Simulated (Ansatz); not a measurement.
# AlC₂+ (quintet): from Hartree-Fock to the top rungs, def2-QZVPP

An exercise on one series of results from a longer session: the logs are not shown, and one member is left open.

The runs use Ansatz 0.2.0, Gaussian basis; def2-QZVPP, core rule «outside noble gas», up to 7 orbitals frozen.

The runs, in order: UHF; ROHF; CCSD(T) on UHF.

## The geometry

The geometry is a PBE0/def2-TZVP stationary point (not a proven minimum) of the parent state, kept for this charge and spin.

3 atoms, charge 1, spin multiplicity 5.

Atoms are counted from 1 here; the program's logs count them from 0.

Bond lengths: C1–Al2 1.931 Å, Al2–C3 1.931 Å. Angles: C1–Al2–C3 180.0°.

Set-up of the first run:

Input file in.yaml:

```yaml
crystal:
  periodic: [false, false, false]
  atoms:
    - {symbol: C, position_ang: [0.000000, 0.000000, 1.931400]}
    - {symbol: Al, position_ang: [0.000000, 0.000000, 0.000000]}
    - {symbol: C, position_ang: [0.000000, 0.000000, -1.931400]}
basis:
  gaussian: {orbitals: "def2-QZVPP.json"}
total_charge: 1
magnetization: {spin_polarized: true, initial_magnetization: 4}
hamiltonian: {xc: hf}
output: {orbitals: {seedname: orbitals}}
```

Command:

```
$ ansatz run in.yaml --threads 1 --pin off --events-out ev --progress --plain --max-ram 2393MiB
```

Among the steps run: UHF; ROHF; CCSD(T) on UHF.

One of the session's tables, all rows but one given; the rest of the session is left out.

It belongs to the step «Misses and costs». 

| method | from UCCSD(T) (kJ/mol) |
| --- | --- |
| ROHF | +723.7 |
| UHF | +650.6 |
| UMP2 | ? |
| UCCSD | +33.1 |
| UCCSD(T) | 0 |

Estimate the missing values for UMP2.

**Answer.** from UCCSD(T) (kJ/mol): +141.9. In the column «from UCCSD(T) (kJ/mol)» it lies between UCCSD (+33.1) and UHF (+650.6).

The program flags UCCSD(T) as in doubt (see the logs), so the zero of the table is itself unsure.

Limits of these values: The determinant of HF (⟨S²⟩ 6.81) is far from a pure spin state, so its energy mixes those of several spin states; that is harmless only where they are near-degenerate. The determinant of CCSD(T) (⟨S²⟩ 6.81) is far from a pure spin state, so its energy mixes those of several spin states; high orders of coupled cluster remove much of that, low ones don't. The program flags UCCSD(T) as in doubt, so the zero of the table is itself unsure.
